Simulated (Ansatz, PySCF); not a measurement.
This triplet is an excited state, 2.98 eV above the relaxed singlet at the level composite: frozen-core CCSD(T) with HF/cc-pVQZ and the correlation energy extrapolated as X^-3 from cc-pVTZ and cc-pVQZ, plus CCSDT(Q) minus CCSD(T) in cc-pVDZ // B3LYP-D3(BJ)/def2-TZVP (Ansatz, a program for electronic structure).

B3LYP has the VWN-RPA correlation part, as in Gaussian. 

C2H4, SMILES `C=C` (excited triplet) (charge 0, multiplicity 3)

These are B3LYP-D3(BJ)/def2-TZVP run with PySCF 2.14.0 values and carry that method's errors.

- highest occupied spin orbital = -5.94 eV
- dipole moment = 0.00 D
- total energy = -78.5249 Ha
- cost = around 28 core-seconds (rough)

```xyz
6

C      0.7218    -0.0053     0.0130
C     -0.7189     0.0628    -0.0192
H      1.3149     0.6862     0.6049
H      1.2729    -0.7509    -0.5533
H     -1.3345    -0.4883     0.6863
H     -1.2476     0.6681    -0.7503
```
Charge 0, spin multiplicity 3.
